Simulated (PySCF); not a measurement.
# C3H6O: the cost of one run

Computed with PySCF 2.14.0, with density-fitted response routines of our own, on a single molecule in the gas phase. Atoms count from 0, in the outputs and in this text.

## Step 1: The molecule as given

10 atoms, charge 0, multiplicity 1; geometry from: GFN2-xTB. The atoms were then displaced at random by about 0.01 Å, so the start is not that level's minimum.

Bonds of the start (Å): C0–C1 1.35, C1–C2 1.51, C2–O3 1.37, C0–H4 1.07, C0–H5 1.04, C1–H6 1.08, C2–H7 1.09, C2–H8 1.11, O3–H9 0.97.

## Step 2: Optimising the geometry at PBE0-D3(BJ)/def2-SVP

What the job is given:

```
{"job": {"xc": "PBE0", "basis": "def2-SVP", "d3": "d3bj", "grid": 1, "shake": 0.01, "kind": "geom"}, "charge": 0, "multiplicity": 1}
C      1.546010     0.204440     0.336770
C      0.359260     0.471580    -0.246290
C     -0.771550    -0.522190    -0.366370
O     -1.968140     0.022510     0.013270
H      2.301600     0.964240     0.377800
H      1.749290    -0.728520     0.757500
H      0.155060     1.445400    -0.667000
H     -0.857570    -0.811220    -1.410120
H     -0.523720    -1.413090     0.252770
H     -1.939800     0.345910     0.930590
```

Started as:

```
$ OMP_NUM_THREADS=1 python probes_run.py task.json out
```

The driver reads the jobs from task.json and runs them one after another.

**Question.** How long does this first job take on 1 thread of Arm Neoverse N1, shared host, and how much memory does it need?

About 24 s, with a peak of 0.35 GiB.
